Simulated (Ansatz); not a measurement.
Molecule: pyrazine, C$_{4}$H$_{4}$N$_{2}$, charge 0, multiplicity 1. 
Geometry from a B3LYP-D3(BJ)/def2-TZVP (Ansatz, a quantum-chemistry and plane-wave program) optimisation:
SMILES: n1ccncc1
```xyz
10

C      1.1755    -0.6013     0.1346
C      1.0677     0.7845     0.0774
N     -0.1084     1.3933    -0.0575
C     -1.1755     0.6013    -0.1346
C     -1.0677    -0.7845    -0.0774
N      0.1084    -1.3933     0.0575
H      2.1422    -1.0802     0.2447
H      1.9481     1.4144     0.1418
H     -2.1422     1.0802    -0.2447
H     -1.9481    -1.4144    -0.1418
```
Charge 0, spin multiplicity 1.

Total electronic energies in hartree. Correlated levels leave the core frozen unless marked. No spin-orbit coupling. No relativistic terms. CBS marks a two-point X^-3 extrapolation of the correlation energy; Hartree-Fock from the larger set (for Q and 5 zeta extrapolated as (X+1)exp(-9√X)).

The Hartree-Fock reference is unstable (checked in the largest basis), which strains HF and MP2. 

```json
[
 {"level": "HF/aug-cc-pVTZ", "program": "Ansatz", "energy (Eh)": "-262.77213"},
 {"level": "RI-HF/cc-pVTZ", "program": "Ansatz", "energy (Eh)": "-262.76897"},
 {"level": "revPBE/def2-TZVPD", "program": "Ansatz", "energy (Eh)": "-264.34517"},
 {"level": "B3LYP-D3(BJ)/def2-TZVPD", "program": "Ansatz + dftd3", "energy (Eh)": "-264.43369"},
 {"level": "PBE0/6-31G*", "program": "Ansatz", "energy (Eh)": "-264.00925"},
 {"level": "r2SCANh/def2-TZVPD", "program": "Ansatz", "energy (Eh)": "-264.24897"},
 {"level": "r2SCAN0-D4/def2-TZVPD", "program": "Ansatz + dftd4", "energy (Eh)": "-264.22949"},
 {"level": "HSE06/def2-TZVPD", "program": "Ansatz", "energy (Eh)": "-264.08998"},
 {"level": "LC-wPBE/def2-TZVPD", "program": "Ansatz", "energy (Eh)": "-264.21864"},
 {"level": "wB97X/def2-TZVPD", "program": "Ansatz", "energy (Eh)": "[?]"},
 {"level": "B2PLYP-D3(BJ)/def2-TZVPD", "program": "Ansatz + dftd3", "energy (Eh)": "[?]"},
 {"level": "MP2/aug-cc-pVQZ", "program": "Ansatz", "energy (Eh)": "-263.87926"},
 {"level": "RI-MP2/CBS(aug-cc-pVTZ,aug-cc-pVQZ)", "program": "Ansatz", "energy (Eh)": "-263.9208"},
 {"level": "SCS-MP2/6-31G", "program": "Ansatz", "energy (Eh)": "-263.09913"},
 {"level": "SCS-MP2/aug-cc-pVTZ", "program": "Ansatz", "energy (Eh)": "-263.78236"},
 {"level": "SCS-MP2/cc-pVTZ", "program": "Ansatz", "energy (Eh)": "-263.76239"},
 {"level": "CCSD/cc-pVDZ", "program": "Ansatz", "energy (Eh)": "-263.56388"},
 {"level": "CCSD/CBS(cc-pVTZ,cc-pVQZ)", "program": "Ansatz", "energy (Eh)": "-263.9096"},
 {"level": "CCSD(T)/STO-3G", "program": "Ansatz", "energy (Eh)": "-259.79566"},
 {"level": "CCSD(T)/6-31G*", "program": "Ansatz", "energy (Eh)": "-263.56510"},
 {"level": "CCSD(T)/cc-pVTZ", "program": "Ansatz", "energy (Eh)": "-263.85415"},
 {"level": "CCSD(T)/cc-pwCVTZ", "program": "Ansatz", "energy (Eh)": "-263.87021"},
 {"level": "CCSD(T)/CBS(cc-pVQZ,cc-pV5Z)", "program": "Ansatz", "energy (Eh)": "-263.9753"}
]
```

Task: Complete the blanks.

Result: 
- wB97X/def2-TZVPD, energy (Eh): -264.33704
- B2PLYP-D3(BJ)/def2-TZVPD, energy (Eh): -264.20359
